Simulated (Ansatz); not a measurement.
Cartesian coordinates in Å:
```
C 2.005 -0.925 0.713
Mg 0.230 -0.106 0.081
C -1.571 0.725 -0.559
H 2.873 -0.363 1.066
H 2.233 -1.993 0.751
H -2.411 0.039 -0.411
H -1.548 0.978 -1.624
H -1.811 1.645 -0.017
```

The species carries charge 0 and has multiplicity 2.

List the CAM-B3LYP/def2-TZVPP orbital energies in eV (the Gaussian-basis code of Ansatz). (Estimate.)

The calculation gave: α occupied: -1275.47, -278.19, -277.39, -86.02, -51.90, -51.90, -51.64, -19.75, -19.37, -12.13, -11.79, -11.79, -9.92, -8.26, -7.47. α empty: 0.12, 0.89, 1.25, 2.45, 3.18, 3.60, 3.68, 4.31. β occupied: -1275.47, -277.85, -277.39, -86.02, -51.90, -51.88, -51.65, -19.75, -18.30, -11.88, -11.79, -11.79, -9.58, -8.13. β empty: -0.77, 0.17, 0.87, 1.80, 2.48, 3.22, 3.62, 3.68. ⟨S²⟩ = 0.754.
